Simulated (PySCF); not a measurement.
## Oxygen: a sound run and one with changed settings

Sound run: O [He] 2s2 2p4, O⁺ [He] 2s2 2p3. Computed with PySCF 2.14 in x2c-SVPall (3s2p1d, 14 functions), with scalar relativity by spin-free X2C-1e. In the sound run the correlated levels freeze 1s2. The sound run starts from symmetry-adapted Hartree-Fock orbitals and uses a fine grid where one is needed.

Changed run: basis STO-3G, all-electron and non-relativistic. This setting is unsound on purpose.

```tsv
species	method	sound run (hartree)	changed run (hartree)	converged
O	UHF	-74.77172	-73.80415	yes
O	LDA	-74.48028	-73.45135	yes
O	PBE	-74.96749	-73.94875	yes
O	MP2	-74.87310	-73.80415	yes
O⁺	UHF	-74.32809	-73.44358	yes
O⁺	LDA	-73.97209	-73.04232	yes
O⁺	PBE	-74.45727	-73.52932	yes
O⁺	MP2	-74.39708	-73.44358	yes
```

Ionisation energy of O:

```csv
method,sound run (eV),changed run (eV)
UHF,12.072,9.812
LDA,13.829,11.130
PBE,13.884,11.413
MP2,12.953,9.812
SCS-MP2,12.975,9.812
```

A minimal basis cannot let orbitals breathe on ionisation and holds almost no correlation. The Hamiltonian changed with the basis, so the totals do not compare.

For comparison, NIST gives 13.618 eV between the lowest levels.
